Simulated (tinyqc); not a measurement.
Worked calculation: extended Hueckel theory, for SiH2. One step of it, computed by the program tinyqc.

Task: Orbitals. Solve H C = S C e through S^(-1/2); fill by pairs from the bottom, a degenerate level sharing its electrons equally; each orbital has its largest coefficient positive (the first on a tie).

H (eV), lower triangle:
```
             1Si 3s    1Si 3px    1Si 3py    1Si 3pz       2H 1s       3H 1s
1Si 3s   -17.300000
1Si 3px    0.000000  -9.200000
1Si 3py    0.000000   0.000000  -9.200000
1Si 3pz    0.000000   0.000000   0.000000  -9.200000
2H 1s    -11.937630   0.000000  -9.305205  -5.885210  -13.600000
3H 1s    -11.937630   0.000000   9.305205  -5.885210   -1.258830  -13.600000
```

overlap S, lower triangle:
```
           1Si 3s   1Si 3px    1Si 3py   1Si 3pz     2H 1s     3H 1s
1Si 3s   1.000000
1Si 3px  0.000000  1.000000
1Si 3py  0.000000  0.000000   1.000000
1Si 3pz  0.000000  0.000000   0.000000  1.000000
2H 1s    0.437971  0.000000   0.456973  0.289019  1.000000
3H 1s    0.437971  0.000000  -0.456973  0.289019  0.052892  1.000000
```

valence electrons = 6

Give: orbital energies; occupations; coefficients; sum of one-electron energies.

Result:

orbital energies (eV): -20.235  -15.100  -10.535  -9.200  7.459  13.597

occupations: 2.000  2.000  2.000  0.000  0.000  0.000

coefficients:
```
           MO1     MO2     MO3    MO4     MO5     MO6
1Si 3s   0.657   0.000  -0.424  0.000   0.000   1.073
1Si 3px  0.000   0.000   0.000  1.000   0.000   0.000
1Si 3py  0.000   0.405   0.000  0.000   1.275   0.000
1Si 3pz  0.002   0.000   0.834  0.000   0.000   0.798
2H 1s    0.313   0.497   0.196  0.000  -0.835  -0.927
3H 1s    0.313  -0.497   0.196  0.000   0.835  -0.927
```

sum of one-electron energies = -91.739 eV
